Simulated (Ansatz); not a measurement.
Stepwise reaction of `[CH3][AlH][CH3]` with hydrogen, as a gas-phase model of exchange steps in deposition or etching. ΔE in kJ/mol.

Computed with Ansatz on PBE0-D4/def2-TZVP structures; ΔE is electronic, products minus reactants. CCSD(T)/CBS adds triple-zeta CCSD(T) − MP2 to the extrapolated MP2 energy (def2 sets, frozen cores). This one scheme is used for every species. DFT in def2-TZVPP. B3LYP here is the variant with VWN-RPA as its local correlation; programs differ in this.

```csv
step,reaction,PBE-D4,B3LYP-D4,ωB97M-V,CCSD(T)/CBS
1,`[CH3][AlH][CH3]` + H₂ → `[CH3][AlH2]` + CH₄,-21.0,-27.0,-24.2,-23.6
```

**Question.** Give the row of step 2, `[CH3][AlH2]` + H₂ → `[AlH3]` + CH₄. (Estimate.)

**Answer.** Computed: 
| step | reaction | PBE-D4 | B3LYP-D4 | ωB97M-V | CCSD(T)/CBS |
| --- | --- | --- | --- | --- | --- |
| 2 | `[CH3][AlH2]` + H₂ → `[AlH3]` + CH₄ | -20.3 | -26.7 | -23.7 | -23.5 |

**Question.** By hand: ΔE of the 2 steps together at CCSD(T)/CBS.

**Answer.** (-23.6) + (-23.5) = -47.1 kJ/mol, or -23.6 kJ/mol a step.

In ΔE the steps differ by no more than 0.1 kJ/mol. All are downhill at CCSD(T)/CBS. PBE-D4 differs from CCSD(T)/CBS by 2.6 to 3.2 kJ/mol a step. Isolated molecules leave out the surface, adducts and barriers. Largest T1 diagnostic: 0.009.
